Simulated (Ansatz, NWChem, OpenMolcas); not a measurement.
## A ladder of methods for CHClF2 (difluorochloromethane)

CHClF2 has 5 atoms, charge 0, and is taken as a singlet. SMILES: `FC(F)Cl`. Geometry: relaxed at PBE0-D4/def2-TZVP.

Quantity: the HOMO–LUMO gap, in eV. The values are calculated.

```
           level                    kind     program  value (eV)  CPU time
 SVWN5/6-311+G**                     LDA  OpenMolcas        7.25      33 s
  BLYP/6-311+G**                     GGA      NWChem        7.20      16 s
   PBE/6-311+G**                     GGA  OpenMolcas        7.30      47 s
revPBE/6-311+G**                     GGA      Ansatz        7.31     5.5 s
 M06-L/6-311+G**                meta-GGA  OpenMolcas        7.92      50 s
 BHLYP/6-311+G**           global hybrid      Ansatz       11.72     6.9 s
 wB97X/6-311+G**  range-separated hybrid      Ansatz       14.20      24 s
B2PLYP/6-311+G**           double hybrid      Ansatz       11.86     9.9 s
```

The values span 7.20 to 14.20 eV. Orbital gaps aren't excitation energies, and those of double hybrids come from the SCF part alone; they tend to grow with the share of exact exchange. Times are those of the runs behind each value, whatever else they computed, on shared processors of several kinds: orders of magnitude only.
